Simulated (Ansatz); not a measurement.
Results of PBE-D4 (Ansatz, an electronic-structure program, plane waves, PAW) for 1T (CdI2-type) SnSe2.

Rigid layers of the crystal as relaxed at this level are moved apart or together:

```
run   k mesh  layer repeat (Å)  energy against free layers (meV/Å²)  gap on the mesh (eV)
---  -------  ----------------  -----------------------------------  --------------------
1    12×12×6              5.84                               -20.94                 0.149
2    12×12×6              5.99                               -21.46                 0.327
3    12×12×6              6.14                               -21.19                 0.499
4    12×12×6              6.34                               -19.99                 0.643
5    12×12×6              6.64                               -17.29                 0.666
6    12×12×6              7.14                               -12.45                 0.701
7    12×12×4              8.14                                -5.82                 0.770
8    12×12×4             10.14                                -1.52                 0.798
```

The lowest energy of these points lies at a layer repeat of 5.99 Å.

Spin–orbit coupling is not included.
